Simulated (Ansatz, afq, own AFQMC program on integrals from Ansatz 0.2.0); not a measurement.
AFQMC on a folder of integrals that Ansatz 0.2.0 wrote.

```yaml
crystal:
  periodic: [false, false, false]
  atoms:
    - {symbol: Si, position_ang: [0.000000, -0.066010, 1.277710]}
    - {symbol: Al, position_ang: [0.000000, 0.014356, -1.367591]}
    - {symbol: H, position_ang: [0.000000, 1.455013, 1.006599]}
basis:
  gaussian: {orbitals: cc-pVDZ}
magnetization: {spin_polarized: true, initial_magnetization: 2}
correlation: {method: ccsd_t, electrons: outside_noble_gas, hamiltonian_folder: ham}
```

```sh
$ ansatz run in.yaml --threads 1 --pin off --events-out ev --progress --plain --max-ram 24576MiB --backend cuda --devices 0, --max-vram 18GiB
```

Options of the walk:

```
--method phaseless --trial cisd --walkers 4000 --populations 20 --least-time 60 --time-step 0.005 --steps-per-block 50 --equilibration-blocks 28 --max-blocks 4000 --target-error 0.00017 --factor-cut 1e-05 --start spin_pure --seed 3726 --release-times 0.24,0.51,0.99,1.62,2.4 --release-step 0.03 --release-every 3 --taylor-order 6
```

Times are imaginary, in 1/Eh. The walk had a cap of 122 s. With eight or more populations the least sampling time is a fifth of least-time, and the error comes from their spread.

afq prints:

```
orbitals 31  electrons 5 3  factors 223 of 411
reference energy -531.35551076 Eh
CCSD correlation -0.15002933 Eh in 14 cycles, weight of the determinant in the CISD state 0.8467
energy of the start -531.504121 Eh
 block  time / (1/Eh)  mean weight  energy / Eh
     1     0.250  1.0001  -531.502951
     2     0.500  0.9999  -531.503390
     3     0.750  1.0000  -531.504445
     4     1.000  0.9999  -531.505431
     5     1.250  0.9999  -531.506395
    10     2.500  0.9999  -531.509977
    15     3.750  1.0001  -531.511434
    20     5.000  1.0001  -531.511746
    21     5.250  1.0000  -531.511567
    25     6.250  0.9999  -531.512450
    30     7.500  0.9998  -531.512854
    35     8.750  1.0000  -531.512808
    40    10.000  1.0001  -531.512400
    45    11.250  1.0000  -531.513155
    50    12.500  0.9998  -531.513212
    53    13.250  0.9998  -531.513468
    55    13.750  1.0000  -531.512890
    60    15.000  0.9999  -531.512378
    65    16.250  1.0000  -531.512470
    70    17.500  0.9999  -531.512475
    75    18.750  1.0003  -531.512242
    78    19.500  1.0000  -531.512693
error from the spread of 20 populations
released: time / (1/Eh)  energy / Eh  error  mean overlap
  0.24  -531.512893  0.000123  1.0014
  0.51  -531.513046  0.000137  1.0022
  0.99  -531.513168  0.000078  1.0038
  1.62  -531.513240  0.000063  1.0046
  2.40  -531.513329  0.000093  1.0062
energy -531.512768 +/- 0.000137 Eh
(rows thinned)
```

The run passed its tests (sampling time, drift between the halves within three errors, error under three times the target), which doesn't prove that it has relaxed.

Against this walk (error 3.7 meV) on the same determinant: CCSD(T) 34.8 meV higher, CCSDT(Q) 25.5 meV lower, CCSDTQ 25.7 meV lower. The error is statistical and leaves out the bias of the constraint. The released energies are still falling (meV from the phaseless value at times in 1/Eh: -3 ± 3 at 0.24, -8 ± 4 at 0.51, -10.9 ± 2.1 at 0.99, -12.8 ± 1.7 at 1.62, -15 ± 3 at 2.40), so they give no level; they do show a bias of the constraint, and the last of them that isn't too noisy lies 10 meV above CCSDTQ. CCSDTQ is the surest value here, so the walk's 26 meV above it is most likely the bias of the constraint with this trial, which can have either sign.

Cautions: constraint bias not in the error; unrestricted determinant slightly spin contaminated (⟨S²⟩ 2.06 against 2.00).

The walk took 25 s on 1 × NVIDIA H100 80GB HBM3 with 2 threads of AMD EPYC 7R13 Processor (Zen 3) (shared host) (the card was shared). The log's last line is the phaseless energy.

CCSDT and higher add their correlation energy to the determinant of the CCSD(T) run, since their own runs factorise the integrals more tightly (a shift of under 2 meV). A walk keeps the symmetry of its determinant, which the program's search chose and which needn't be the lowest solution, so a lower state of the same spin and another symmetry isn't excluded.
